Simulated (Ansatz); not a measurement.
AlF₄−, SMILES `[F][Al-]([F])([F])[F]` from Hartree–Fock to CCSD(T)

```xyz
5

F    -0.950    1.396    0.016
Al    0.000    0.000    0.000
F     0.016   -0.652   -1.558
F    -0.643   -1.131    1.077
F     1.577    0.387    0.465
```

The species carries charge -1 and has multiplicity 1. Geometry: relaxed with PBE0-D4/def2-TZVPD. Frozen core, restricted reference, the Gaussian-basis code of Ansatz. CBS rows extrapolate triple and quadruple zeta; past MP2 they add the triple-zeta difference.

| basis | HF (Eh) | MP2 corr. | CCSD corr. | (T) | CCSD(T) total |
| --- | --- | --- | --- | --- | --- |
| def2-SVPD | -639.69883 | -0.86669 | -0.87083 | -0.01703 | -640.58669 |
| def2-TZVPPD | -640.26448 | -1.10777 | -1.10458 | -0.03113 | -641.40019 |
| def2-QZVPPD | -640.29064 | -1.20859 | – | – | – |
| CBS(def2) | -640.29424 | -1.28327 | -1.28009 | as TZ | -641.60546 |
